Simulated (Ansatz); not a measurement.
The input, for Ansatz 0.2.0:

```yaml
crystal:
  periodic: [false, false, false]
  atoms:
    - {symbol: Al, position_ang: [0.000000, 0.112363, -0.144406]}
    - {symbol: H, position_ang: [0.000000, -2.072338, -1.138513]}
    - {symbol: H, position_ang: [0.635182, -0.467758, 2.502056]}
    - {symbol: H, position_ang: [-0.635182, -0.467758, 2.502056]}
basis:
  gaussian: {orbitals: cc-pVDZ}
magnetization: {spin_polarized: false, initial_magnetization: 2}
correlation: {method: fci, electrons: outside_noble_gas}
```

```sh
$ ansatz run in.yaml --threads 1 --pin off --events-out ev --progress --plain --max-ram 2393MiB
```

Log:

```
598 factors; integrals over basis functions are off by at most 1.4e-7 eV
mean field evaluation 1: about -6622.5209 eV, gradient 5.6e0 eV
mean field evaluation 2: about -6622.5225 eV, gradient 5.6e0 eV
mean field evaluation 4: about -6623.5115 eV, gradient 2.1e0 eV
mean field evaluation 8: about -6623.7205 eV, gradient 1.5e-1 eV
mean field evaluation 16: about -6621.6424 eV, gradient 2.2e-1 eV
mean field evaluation 32: about -6622.8538 eV, gradient 2.7e0 eV
mean field evaluation 64: about -6622.9015 eV, gradient 3.2e-2 eV
mean field -6623.72101379 eV, -243.4172575376 hartree, gradient 3.2e-6 eV, S^2 2.000000; 12 other end points of the search recorded, 0 dependent functions left out
mean field evaluation 96: about -6622.2136 eV, gradient 6.6e0 eV
mean field evaluation 128: about -6623.9253 eV, gradient 6.3e-1 eV
mean field evaluation 160: about -6623.9543 eV, gradient 6.8e-2 eV
determinant -6623.72101379 eV, -243.4172575376 hartree, with singles and doubles -6626.65004464 eV, -243.5248974359 hartree
determinant -6622.90090757 eV, -243.3871191899 hartree, with singles and doubles -6625.92257254 eV, -243.4981633291 hartree
determinant -6621.64101718 eV, -243.3408190719 hartree, with singles and doubles -6623.81409599 eV, -243.4206782452 hartree
5 core orbitals not correlated: weight in the atoms' cores, before any rotation towards them, 1.000 or more for the frozen orbitals, at most 0.000 for the correlated occupied ones
reference -6623.72101379 eV, -243.4172575376 hartree; 4, 2 occupied and 24, 26 virtual orbitals, 598 factors
state -6626.73532497 eV, -243.5280314301 hartree
Total energy: -6626.73532497 eV, -243.5280314301 hartree
```

Natural occupations: 1.9074 1.8724 0.9962 0.9767 0.0892 0.0626 0.0401 0.0097 0.0093 0.0080 0.0063 0.0054 0.0039 0.0028 0.0024 0.0018 0.0012 0.0011 0.0008 0.0007 0.0004 0.0004 0.0003 0.0003.

Ran on 1 thread of Arm Neoverse V1, shared host: 34 s wall, 0.6 GiB peak host memory.
